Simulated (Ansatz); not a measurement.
Start from GaP in the zinc blende structure (space group F-43m, No. 216).

Space group F-43m (No. 216); a = 5.3914 Å, b = 5.3914 Å, c = 5.3914 Å, α = 90.00°, β = 90.00°, γ = 90.00°

```
atom  site  symmetry       x       y       z
----  ----  --------  ------  ------  ------
Ga      4a      -43m  0.0000  0.0000  0.0000
P       4d      -43m  0.7500  0.7500  0.7500
```
(The calculation used a cell of 2 atoms; values per cell refer to that cell.)

Computed with LDA (Ansatz, a program for electronic structure; PAW; 420 eV plane waves; without spin-orbit coupling).

```csv
level,band gap,lattice parameter a
LDA,1.38 eV,5.391 Å
```

Q: From these computed values, estimate the measured ones, and say how each level misses.

A: Measured: band gap 2.43 eV (static lattice; corrected from measurement; as listed in Wei Chen et al., Physical Review Materials (2018)); lattice parameter a 5.439 Å (static lattice; corrected from measurement; as listed in Daniel Mejia-Rodriguez, S. B. Trickey, Phys. Rev. B (2018)). Computed minus measured — band gap: LDA -1.05 eV; lattice parameter a: LDA -0.9 %. A measured gap can be an optical one, lowered by exciton binding. Levels without spin-orbit coupling miss its lowering of the gap, often about a third of the valence-band splitting.

No phonon test of stability was made.
